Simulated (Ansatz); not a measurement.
# PH$_{3}$ ··· PH$_{3}$

The pair of PH$_{3}$ (SMILES P, atoms 1–4) and PH$_{3}$ (SMILES P, atoms 5–8), both closed shells, in one local arrangement (a lower one may exist), relaxed at PBE0-D4/def2-TZVP:

| atom | x (Å) | y (Å) | z (Å) |
| --- | --- | --- | --- |
| P1 | 0.2401 | -0.1969 | -1.7309 |
| H2 | 0.4279 | -0.3582 | -3.1306 |
| H3 | 0.2279 | 1.2192 | -1.8066 |
| H4 | -1.1715 | -0.2989 | -1.8197 |
| P5 | -0.2317 | 0.2028 | 1.7288 |
| H6 | -0.4274 | 0.3666 | 3.1270 |
| H7 | 1.1809 | 0.2789 | 1.8283 |
| H8 | -0.2460 | -1.2133 | 1.8038 |

Program: Ansatz 0.2.0. Basis: def2-TZVPPD, with def2-QZVPPD for the basis limit. Cores are frozen in the correlated methods. Extrapolation: Hartree–Fock as exp(−7.88 √X), correlation as X^−2.97. Interaction energies count from these two fragments, frozen as in the pair, with the counterpoise correction; negative means bound.

Problem. What is the interaction energy by CCSD(T) at an estimated basis limit (MP2 extrapolated from triple and quadruple zeta, plus CCSD(T) − MP2 in triple zeta)? (Judge from chemistry; the value comes from the calculation.)

Solution. By the calculation: -5.2 kJ/mol. Hartree–Fock alone gives 4.4 kJ/mol at the basis limit, so without correlation the pair would not bind at this distance. Plain CCSD(T) in triple zeta gives -3.4 kJ/mol; the step to the limit is large here, so the limit is uncertain. It counts from the two fragments frozen as in the pair.

Problem. Which atoms make the shortest contact between the fragments?

Solution. P1 and P5, 3.51 Å apart.

Basis-set superposition shift (counterpoise-corrected less uncorrected): CCSD(T) 1.1; MP2 1.1; HF 0.2; PBE0-D4 0.3; wB97M-V 0.4 kJ/mol.

T1 diagnostic: at most 0.014.

For scale, one of the runs: CCSD(T)/def2-TZVPPD, 198 basis functions, launched by `ansatz run in.yaml --threads 2 --pin off --events-out ev --progress --plain --max-ram 5222MiB`. Hardware: 2 CPU threads of an Arm Neoverse V1, shared host. Wall time 34 s; peak host memory 2.1 GiB.
